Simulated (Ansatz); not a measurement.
H2N− (`[NH2-]`). Total charge -1; spin multiplicity 1.

(1) What are the harmonic wavenumbers in cm⁻¹ at PBE0-D4/def2-TZVPD (Ansatz, finite differences of forces, unscaled)? (Estimate.)

(2) Is this a minimum?

(3) Give the ideal-gas thermochemistry at 298.15 K and 1 bar (rigid rotor, harmonic oscillator; point group C2v, symmetry number 2).

## Answers

(1) The calculation gave: 1506, 3331, 3409.

(2) Yes, all 3 modes are real.

(3) Zero-point energy 49.3 kJ/mol; H(298) − E = 59.2 kJ/mol; entropy 189.0 J/(mol·K), of which translation 143.5, rotation 45.5, vibration 0.0; G(298) − E = 2.9 kJ/mol.
